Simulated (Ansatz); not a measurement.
Cost and result for the atomization energy of HNO2 (`O=NO`) (4 atoms, 3 bonds).

Total charge 0; spin multiplicity 1. The structure was optimised at the PBE0-D4/def2-TZVP level. It is one conformer, not always the lowest. Program: Ansatz. Hardware: A = 2 threads of an AMD EPYC 7R13 on a shared host; B = 2 threads of an AMD EPYC 7R13 on a shared host and a share of an NVIDIA H100 80 GB. Times are those of one run each, without the atoms' runs, and a repeat can differ threefold. Electronic energies, without spin–orbit coupling; frozen cores. CCSD(T)/CBS extrapolates def2-TZVPP and def2-QZVPP, and its time is that of the two runs behind it. T1 = 0.020; the RHF reference is unstable towards UHF. B3LYP takes the VWN-RPA correlation (the form of Gaussian; ORCA's B3LYP/G).

CCSD(T)/CBS is a level of theory with its own doubt, some kJ/mol a heavy atom from the limit and from the frozen cores, so smaller differences don't rank the functionals.

```csv
level,functions,wall time,atomization (kcal/mol),difference from CCSD(T)/CBS,per bond
PBE0-D4/def2-TZVPP [A],107,0.56 s,312.3,1.7,0.6
PBE-D4/def2-TZVPP (with forces) [A],107,0.6 s,345.4,34.8,11.6
B3LYP-D4/def2-TZVPP (with forces) [A],107,0.71 s,313.9,3.3,1.1
B2PLYP/def2-TZVPP [A],107,0.96 s,309.3,-1.3,-0.4
r2SCAN-D4/def2-TZVPP (with forces) [A],107,1 s,315.2,4.6,1.5
ωB97X-V/def2-TZVPP [A],107,1.2 s,315.7,5.1,1.7
ωB97M-V/def2-TZVPP (with forces) [A],107,1.7 s,314.8,4.2,1.4
CCSD(T)/def2-QZVPP [B],201,1.9 s,304.7,-5.9,-2.0
CCSD(T)/def2-TZVPP [A],107,2.2 s,296.0,-14.6,-4.9
CCSD(T)/CBS(def2),–,4.1 s,310.6,0.0,0.0
```

From PBE to PBE0 (25 % exact exchange), in def2-TZVPP and without D4, the atomization energy moves by −32.9 kcal/mol: exact exchange takes away binding that semilocal exchange gives to molecules. In def2-TZVPP, CCSD(T) changes the Hartree–Fock value by +170.2 kcal/mol (the triples alone add +14.8 kcal/mol) and MP2 by +186.6 kcal/mol; breaking electron pairs costs correlation energy, which Hartree–Fock lacks. The D4 term adds +1.2 kcal/mol with B3LYP and +0.6 kcal/mol with PBE0; it sums over pairs of atoms, weighted by their polarisabilities, and B3LYP, whose exchange is more repulsive, gets the larger term.
